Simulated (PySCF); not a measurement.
# SMILES [SiH3][SiH3], H6Si2

Cartesian coordinates in Å; atom numbers follow the order of the lines, from 1:
```xyz
8

Si   -1.1449    0.1169   -0.0210
Si    1.1485   -0.1132    0.0142
H    -1.7852   -0.7864   -0.9814
H    -1.5694    1.4719   -0.3840
H    -1.7570   -0.1664    1.2802
H     1.5659   -1.4717    0.3742
H     1.7895    0.7851    0.9796
H     1.7616    0.1732   -1.2864
```

Level of theory: PySCF, TDDFT PBE0/aug-cc-pVDZ excited states, vertical, gas phase. Geometry: GFN2-xTB.

Singlets 2 and 3, 5 and 6 lie within 0.01 eV of each other, so their separate moments and overlaps can depend on how they mix.

Task: How strongly do the lowest singlets absorb one photon, and two photons of half the energy?

Result: δ for parallel linear polarisation; σ at the peak of a Lorentzian of half width 0.1 eV, single beam; Ω is circular over linear.
| state | E (eV) | f | photon λ (nm) | δ (au) | σ (GM) | Ω | main |
| --- | --- | --- | --- | --- | --- | --- | --- |
| S1 | 7.60 | 0.000 | 326 | 113 | 2.40 | 0.24 | HOMO→LUMO 0.98 |
| S2 | 7.66 | 0.019 | 324 | <0.1 | 0.00 | – | HOMO→LUMO+2 0.87 |
| S3 | 7.67 | 0.019 | 323 | <0.1 | 0.00 | – | HOMO→LUMO+3 0.87 |
| S4 | 7.84 | 0.353 | 316 | <0.1 | 0.00 | – | HOMO→LUMO+1 0.93 |
| S5 | 8.26 | 0.000 | 300 | 2.46 | 0.06 | 1.50 | HOMO→LUMO+4 0.96 |

Among these, the strongest one-photon state is S4, the strongest two-photon state S1, with a dipole change of 0.1 D (relaxed, norm of the difference vector).
